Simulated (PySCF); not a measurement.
Gas-phase reaction: SiHCl + 2 Cl + 2 SiH₄ = 3 SiH₃Cl

Method: PySCF energies plus ideal-gas RRHO corrections (1 bar). † marks an energy on the PBE0/def2-TZVP geometry and frequencies. MP2 freezes the core. Open shells (unrestricted): Cl (multiplicity 2); the rest are closed-shell singlets. Spin-orbit splitting is ignored; it lowers the true energy and changes the entropy of Cl. SiHCl: computed as isolated molecules; such fragments, hydroxides, amides, oligomers or adducts are transient or little studied in the gas. MP2 isn't extrapolated to the basis-set limit.

LDA/def2-TZVP† gives ΔH°(298 K) = -878 kJ.

### Question
What do BLYP/def2-TZVP†, MP2/def2-TZVPP†, PBE0/def2-QZVP† give?

### Answer
BLYP/def2-TZVP†: -714 kJ; MP2/def2-TZVPP†: -808 kJ; PBE0/def2-QZVP†: -782 kJ. For scale, ΔH°(298 K) is -878 kJ at this level, -780 kJ at ωB97M-V/def2-TZVP†, and runs from -878 to -596 kJ over the 20 levels computed.
